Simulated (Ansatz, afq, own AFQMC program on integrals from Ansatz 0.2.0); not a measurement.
AFQMC on a folder of integrals that Ansatz 0.2.0 wrote.

```yaml
crystal:
  periodic: [false, false, false]
  atoms:
    - {symbol: Cl, position_ang: [0.000000, 0.000000, 0.000000]}
    - {symbol: H, position_ang: [0.000000, 0.000000, 1.278800]}
basis:
  gaussian: {orbitals: cc-pVTZ}
total_charge: 1
magnetization: {spin_polarized: true, initial_magnetization: 1}
correlation: {method: ccsd_t, electrons: outside_noble_gas, hamiltonian_folder: ham}
```

```sh
$ ansatz run in.yaml --threads 1 --pin off --events-out ev --progress --plain --max-ram 1843MiB
```

Options of the walk:

```
--method free --trial cisd --walkers 60 --time-step 0.03 --max-blocks 80 --target-error 0.00032 --factor-cut 1e-05 --seed 2446 --times 0,0.3,0.6,1.2,1.8,2.4,3.6,4.8,6 --taylor-order 8
```

Times are imaginary, in 1/Eh. The walk had a cap of 1404 s.

afq prints:

```
orbitals 43  electrons 4 3  factors 264 of 272
reference energy -459.68332625 Eh
CCSD correlation -0.18553891 Eh in 9 cycles, weight of the determinant in the CISD state 0.9299
repeat  energy at the last time / Eh  error
    10  -459.876219  0.000933
    20  -459.876467  0.000779
    30  -459.874846  0.000709
    40  -459.874874  0.000613
    50  -459.875542  0.000706
    60  -459.875634  0.000631
    70  -459.875615  0.000595
    80  -459.875686  0.000540
time / (1/Eh)  energy / Eh  error  mean overlap
  0.00  -459.868765  0.000055  1.0747
  0.30  -459.873479  0.000111  1.0734
  0.60  -459.874668  0.000136  1.0743
  1.20  -459.875131  0.000157  1.0749
  1.80  -459.875103  0.000205  1.0924
  2.40  -459.875791  0.000244  1.0908
  3.60  -459.875745  0.000317  1.0948
  4.80  -459.875311  0.000395  1.0756
  6.00  -459.875686  0.000540  1.0619
energy -459.875686 +/- 0.000540 Eh
```

The run passed its tests (error under three times the target), which doesn't prove that it has relaxed.

Against this walk (error 14.7 meV) on the same determinant: CCSD(T) 30.6 meV higher, CCSDT(Q) 6.5 meV higher (within the noise). The error is statistical, and a free projection of finite length keeps a remainder of its start.

Cautions: remainder of the start not in the error; error above the target (14.7 against 8.7 meV).

The walk took 8.7 min on 1 thread of Arm Neoverse V1, on a shared host. The log's last line is the free-projection energy.

CCSDT and higher add their correlation energy to the determinant of the CCSD(T) run, since their own runs factorise the integrals more tightly (a shift of under 2 meV). A walk keeps the symmetry of its determinant, which the program's search chose and which needn't be the lowest solution, so a lower state of the same spin and another symmetry isn't excluded.
